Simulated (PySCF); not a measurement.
Molecule: `C(=C(/OC)F)/F`, C3H4F2O.

Cartesian coordinates in Å; atom numbers follow the order of the lines, from 1:
```xyz
10

C    -1.643   -0.185    0.263
O    -0.303   -0.647    0.236
C     0.639    0.212   -0.151
F     0.211    1.447   -0.486
C     1.943   -0.030   -0.236
F     2.460   -1.231    0.078
H    -2.232   -1.033    0.606
H    -1.758    0.652    0.956
H    -1.975    0.121   -0.732
H     2.667    0.698   -0.556
```

Frames of a GFN2-xTB Langevin trajectory at 400 K; GIAO PBE0/pcSseg-1 shieldings in PySCF 2.14.0 with density-fitted response routines, gas phase, non-relativistic; equivalent atoms averaged within each frame.

References, each an isolated molecule treated in the same way: TMS for ¹³C (σref 186.93), ¹H (σref 31.72); ¹⁷O (σref 336.08) against H2O; ¹⁹F (σref 170.95) against CFCl3. The references are static minima.

How do the shifts (ppm) fluctuate along the trajectory?

Answers


| time (fs) | C3 | C5 | C1 | O2 | F4 | F6 | H10 | H7/H8/H9 |
| --- | --- | --- | --- | --- | --- | --- | --- | --- |
| optimised geometry | 167.2 | 128.1 | 54.8 | 88.2 | -152.4 | -227.4 | 6.89 | 3.97 |
| 250 | 171.4 | 134.3 | 56.6 | 95.4 | -131.1 | -218.6 | 7.45 | 4.14 |
| 425 | 167.8 | 133.5 | 51.6 | 83.7 | -155.7 | -207.3 | 7.06 | 3.93 |
| 625 | 171.9 | 134.0 | 54.0 | 90.6 | -123.1 | -204.5 | 6.75 | 4.16 |
| 800 | 172.6 | 134.8 | 61.7 | 101.6 | -150.2 | -205.1 | 7.19 | 4.81 |
| 1000 | 164.0 | 124.9 | 54.8 | 80.8 | -153.8 | -234.0 | 6.91 | 4.40 |
| mean of frames | 169.5 | 132.3 | 55.8 | 90.4 | -142.8 | -213.9 | 7.07 | 4.29 |
| standard deviation | 3.6 | 4.2 | 3.8 | 8.5 | 14.7 | 12.6 | 0.27 | 0.34 |

5 frames give an uncertainty of the mean of about the standard deviation over 2.2 at best, since frames this close in time may not be independent; classical motion lacks zero-point vibration, and the reference would need the same averaging.
